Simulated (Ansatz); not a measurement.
Geometry optimisation, RKS PBE0-D4/def2-SVP (Ansatz).

Input file:

```yaml
crystal:
  periodic: [false, false, false]
  atoms:
    - { symbol: Al, position_ang: [0.327393, 0.533208, -0.234445] }
    - { symbol: O, position_ang: [-0.459431, -0.276104, 2.50385] }
    - { symbol: H, position_ang: [-1.421777, -0.322971, 2.549831] }
    - { symbol: H, position_ang: [1.586991, -0.403394, -0.466117] }
    - { symbol: H, position_ang: [-1.101518, 0.235516, -0.867583] }
    - { symbol: P, position_ang: [0.540548, 2.470781, 0.981709] }
    - { symbol: H, position_ang: [1.8421, 2.871376, 0.56693] }
    - { symbol: H, position_ang: [-0.186168, 3.335894, 0.114158] }
    - { symbol: H, position_ang: [-0.259338, 0.667094, 2.708265] }
basis:
  gaussian: { orbitals: def2-SVP }
hamiltonian:
  xc: pbe0
  dispersion: d4
relax:
  f_tol: 0.03
  max_steps: 50
```

Run as:

```bash
$ ansatz run input.yaml --threads 1 --pin off --max-ram 2048MiB --backend cpu --events-out ev --progress --plain --runs-dir out
```

Where does it end, and by what steps?

The run converged. After 9 steps the energy has fallen by 0.645 eV; H3 moved furthest, 0.51 Å. Joined: Al1–O2 (2.96 → 2.03 Å).

| step | energy less start (eV) | largest force component (eV/Å) | accepted |
| --- | --- | --- | --- |
| 0 | 0.0000 | 0.839 | yes |
| 1 | -0.1506 | 1.193 | yes |
| 2 | -0.4081 | 1.144 | yes |
| 3 | -0.5596 | 1.392 | yes |
| 4 | -0.5879 | 0.427 | yes |
| 5 | -0.6305 | 0.541 | yes |
| 6 | -0.6416 | 0.184 | yes |
| 7 | -0.6416 | 0.152 | yes |
| 8 | -0.6443 | 0.035 | yes |
| 9 | -0.6446 | 0.008 | yes |

```xyz
9
Properties=species:S:1:pos:R:3
Al 0.190 0.473 0.190
O -0.348 -0.152 2.046
H -1.219 -0.560 2.143
H 1.445 -0.445 -0.154
H -1.216 0.243 -0.539
P 0.598 2.655 1.032
H 1.880 2.881 0.456
H -0.138 3.390 0.056
H -0.323 0.627 2.627
```

The run took 31 s on 1 thread of Intel(R) Xeon(R) Platinum 8259CL CPU @ 2.50GHz (Skylake/Cascade Lake), with other jobs on the host, peak memory 0.17 GiB.
